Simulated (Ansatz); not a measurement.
**BSiNH+ (triplet): the correlation ladder, def2-QZVPP**

One table from this session's results is given with a row withheld; the runs are named, their logs left out.

Program: Ansatz 0.2.0, Gaussian basis. Level of theory: def2-QZVPP, core rule «outside noble gas», up to 7 orbitals frozen. These are calculated values, not measurements.

The runs, in order: UHF; ROHF; CCSD(T) on UHF.

5 further runs of the same task are left out: 1 that didn't finish, 4 set aside as unsound or not needed. Runs told in other sessions of the task aren't counted.

## The system

The geometry is a PBE0/def2-TZVP stationary point (not a proven minimum) of the parent state, kept for this charge and spin.

4 atoms, charge 1, spin multiplicity 3.

Atoms are counted from 1 here; the program's logs count them from 0.

Bond lengths: B1–N2 1.259 Å, N2–Si3 1.712 Å, Si3–H4 1.534 Å. Angles: B1–N2–Si3 171.7°, N2–Si3–H4 96.4°.

The first run:

in.yaml

```yaml
crystal:
  periodic: [false, false, false]
  atoms:
    - {symbol: B, position_ang: [0.000000, 0.016116, 1.931055]}
    - {symbol: N, position_ang: [0.000000, 0.074561, 0.673291]}
    - {symbol: Si, position_ang: [0.000000, -0.093854, -1.030677]}
    - {symbol: H, position_ang: [0.000000, 1.406192, -1.349441]}
basis:
  gaussian: {orbitals: "def2-QZVPP.json"}
total_charge: 1
magnetization: {spin_polarized: true, initial_magnetization: 2}
hamiltonian: {xc: hf}
output: {orbitals: {seedname: orbitals}}
```

On the command line:

```
$ ansatz run in.yaml --threads 1 --pin off --events-out ev --progress --plain --max-ram 2393MiB
```

Steps of the session up to this table: UHF; ROHF; CCSD(T) on UHF.

One table of the session follows, with a row left open; its other results are not shown here.

| method | from UCCSD(T) (kcal/mol) |
| --- | --- |
| ROHF | +240.51 |
| UHF | ? |
| UMP2 | +21.13 |
| UCCSD | +12.51 |
| UCCSD(T) | 0 |

Q: Estimate the row for UHF from the others.

As computed: from UCCSD(T) (kcal/mol): +236.07. In the column «from UCCSD(T) (kcal/mol)» it lies between UMP2 (+21.13) and ROHF (+240.51).
